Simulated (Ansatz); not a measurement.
# One shape, several levels: doublet [CF]2+

We compute a comparison of 6 runs (UHF/3-21G, U-r2SCAN0/aug-cc-pVTZ, UB3LYP/aug-cc-pVTZ, UBHLYP/aug-cc-pVTZ, RPA@PBE/aug-cc-pVTZ, UCCSD/aug-cc-pVTZ) of doublet [CF]2+. 

The results are computed with Ansatz 0.2.0.

2 further runs of the same task are left out: 2 set aside as unsound or not needed.

### Step 1. The molecule

[CF]2+: 2 atoms, total charge +2, spin state doublet. As SMILES of the parent species, `[C+]F`. The coordinates come from a PBE0-D4/def2-TZVP relaxation. That shape belongs to the parent species and isn't relaxed for this state.

Bond lengths: C1–F2 1.153 Å.

### Step 2. A single-point energy at UHF/3-21G (run 1)

in.yaml reads:

```yaml
crystal:
  periodic: [false, false, false]
  atoms:
    - {symbol: C, position_ang: [0.492270, -0.160830, 0.253170]}
    - {symbol: F, position_ang: [-0.492270, 0.160830, -0.253170]}
basis:
  gaussian:
    orbitals: 3-21G.json
total_charge: 2
magnetization:
  spin_polarized: true
  initial_magnetization: 1
hamiltonian:
  xc: hf
accuracy: high
output: {orbitals: {seedname: orbitals}}
```

The basis set 3-21G is read from a file made from the Basis Set Exchange's data (not shown).

Launch:

```sh
$ ansatz run in.yaml --threads 1 --pin off --max-ram 3480MiB --events-out events.jsonl --progress --plain --runs-dir runs
```

What it wrote:

```text
Warning: RAYON_NUM_THREADS=1 ignored (pool sized by the plan → 1); use --threads N
Functional definition: HF
  name "HF"
  exchange = exact_x
  correlation = 0
335 factors; integrals over basis functions are off by at most 3.7e-9 eV
mean field evaluation 1: about -3663.1074 eV, gradient 6.6e1 eV
mean field evaluation 2: about -3663.0892 eV, gradient 6.6e1 eV
mean field evaluation 4: about -3677.1553 eV, gradient 5.2e0 eV
mean field evaluation 8: about -3677.3577 eV, gradient 4.6e-1 eV
mean field evaluation 16: about -3677.3639 eV, gradient 1.9e-7 eV
mean field evaluation 32: about -3671.7832 eV, gradient 7.5e0 eV
mean field -3677.36394453 eV, -135.1406323546 hartree, gradient 1.6e-8 eV, S^2 0.784595; 0 other end points of the search recorded, 0 dependent functions left out
reference -3677.36394453 eV, -135.1406323546 hartree; 7, 6 occupied and 11, 12 virtual orbitals, 335 factors
Total energy: -3677.36394453 eV, -135.1406323546 hartree
```

Run time: 0.08 s. Hardware: 1 thread of Arm Neoverse V2, shared host.

### Step 3. A single-point energy at U-r2SCAN0/aug-cc-pVTZ (run 2)

input.yaml reads:

```yaml
basis:
  gaussian: {orbitals: aug-cc-pVTZ}
crystal:
  periodic: [false, false, false]
  atoms:
    - symbol: C
      position_ang: [0.492270, -0.160830, 0.253170]
    - symbol: F
      position_ang: [-0.492270, 0.160830, -0.253170]
hamiltonian: {xc: {name: r2SCAN0}}
output: {orbitals: {seedname: orbitals}}
total_charge: 2
accuracy: high
magnetization: {spin_polarized: true, initial_magnetization: 1}
```

Launch:

```sh
$ ansatz run input.yaml --threads 1 --pin off --max-ram 3480MiB --events-out events.jsonl --progress --plain --runs-dir runs
```

What it wrote:

```text
Warning: RAYON_NUM_THREADS=1 ignored (pool sized by the plan → 1); use --threads N
Functional definition: r2SCAN0
  name "r2SCAN0"
  parameter a = 0.25
  parameter k0 = 0.174
  parameter k1 = 0.065
  parameter a1 = 4.9479
  exchange = (1 - a)*r2scan_x(k0 = k0, k1 = k1, a1 = a1) + a*exact_x
  correlation = r2scan_c
1257 factors; integrals over basis functions are off by at most 3.3e-9 eV
mean field evaluation 1: about -3689.2285 eV, gradient 9.4e1 eV
mean field evaluation 2: about -3517.8298 eV, gradient 2.0e2 eV
mean field evaluation 4: about -3713.2353 eV, gradient 2.9e0 eV
mean field evaluation 8: about -3713.2729 eV, gradient 1.3e-1 eV
mean field evaluation 16: about -3713.2733 eV, gradient 3.4e-6 eV
mean field -3713.27329772 eV, -136.4602767442 hartree, gradient 3.5e-8 eV, S^2 0.768828; 0 other end points of the search recorded, 0 dependent functions left out
reference -3713.27329884 eV, -136.4602767852 hartree; 7, 6 occupied and 85, 86 virtual orbitals, 1257 factors
Total energy: -3713.27329884 eV, -136.4602767852 hartree
```

Run time: 4.5 s. Hardware: 1 thread of Arm Neoverse V2, shared host; peak memory 0.24 GiB.

Runs 3 to 5 aren't shown in full; the table further down has their settings and results.

### Step 4. The energy at UCCSD/aug-cc-pVTZ (run 6)

run.yaml reads:

```yaml
crystal:
  periodic: [false, false, false]
  atoms:
    - {symbol: C, position_ang: [0.492270, -0.160830, 0.253170]}
    - {symbol: F, position_ang: [-0.492270, 0.160830, -0.253170]}
basis:
  gaussian:
    orbitals: aug-cc-pVTZ
total_charge: 2
magnetization:
  spin_polarized: true
  initial_magnetization: 1
correlation:
  method: ccsd
  frozen_orbitals: {C: 1, F: 1}
accuracy: high
scf:
  omitted_lower_state_checks: [cluster_reference, increment]
```

Launch:

```sh
$ ansatz run run.yaml --threads 1 --pin off --max-ram 3480MiB --events-out events.jsonl --progress --plain --runs-dir runs
```

What it wrote:

```text
Warning: RAYON_NUM_THREADS=1 ignored (pool sized by the plan → 1); use --threads N
[... 13 lines left out ...]
2 core orbitals not correlated: weight in the atoms' cores, before any rotation towards them, 1.000 or more for the frozen orbitals, at most 0.000 for the correlated occupied ones
[... 26 lines left out ...]
Total energy: -3709.28991788 eV, -136.3138902351 hartree
Checks for a lower state left out: cluster_reference, increment
```

Wall time 7.5 s (1 thread of Arm Neoverse V2, shared host); peak memory 0.73 GiB.

### Step 5. The series

```tsv
run	level	frozen core orbitals	energy (Eh)	HOMO energy (eV)	LUMO energy (eV)	⟨S²⟩	wall time
1	UHF/3-21G	–	-135.140632	-43.23	-24.03	0.785	0.08 s
2	U-r2SCAN0/aug-cc-pVTZ	–	-136.460277	-37.69	-28.40	0.769	4.5 s
3	UB3LYP/aug-cc-pVTZ	–	-136.536400	-36.68	-29.82	0.759	2.7 s
4	UBHLYP/aug-cc-pVTZ	–	-136.481924	-39.18	-28.20	0.759	2.9 s
5	RPA@PBE/aug-cc-pVTZ	2	-136.481080	–	–	0.762	3.6 s
6	UCCSD/aug-cc-pVTZ	2	-136.313890	–	–	0.774	7.5 s
```

### Step 6. What came out

| quantity | value |
| --- | --- |
| run 6: total energy | -136.31389 Eh |
| run 6: correlation energy (2 core orbitals frozen) | -330.3 mEh |
| run 6: ⟨S²⟩ of the reference determinant | 0.774 |
| run 6: T1 diagnostic | 0.030 |

In words: Totals of different functionals can't be ranked against each other. All runs together took 21 s, the longest 7.5 s.
